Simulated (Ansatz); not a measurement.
C₃H₂F₂S (`FC1=CC(F)S1`), relaxed with RKS PBE-D4/def2-SVP in Ansatz 0.2.0 from a rough embedded geometry. The force threshold is 0.03 eV/Å; the program also tests the step.

The species carries charge 0 and has multiplicity 1.

Start:

```xyz
8

F     1.884    1.719    0.049
C     0.846    0.820   -0.184
C     0.103    0.123    0.693
C    -0.704   -0.647   -0.213
F    -0.623   -1.962   -0.350
S     0.076    0.254   -1.642
H     0.206    0.071    1.810
H    -1.789   -0.378   -0.163
```

| step | energy (eV) | largest force (eV/Å) | largest move (Å) |
| --- | --- | --- | --- |
| 1 | -19387.0425 | 3.788 | 0.000 |
| 2 | -19387.4240 | 1.384 | 0.170 |
| 3 | -19387.5146 | 0.489 | 0.047 |
| 4 | -19387.5260 | 0.193 | 0.026 |
| 5 | -19387.5281 | 0.073 | 0.010 |
| 6 | -19387.5283 | 0.032 | 0.004 |
| 7 | -19387.5284 | 0.009 | 0.004 |

End:

```xyz
8

F     1.753    1.760   -0.030
C     0.855    0.804   -0.150
C     0.192    0.055    0.758
C    -0.715   -0.620   -0.231
F    -0.665   -1.978   -0.287
S     0.144    0.271   -1.695
H     0.214    0.002    1.853
H    -1.778   -0.293   -0.219
```

Hardware: 4 threads of an Intel Xeon 6975P-C on a shared host. Wall time 4.2 s, peak host memory 0.15 GiB.
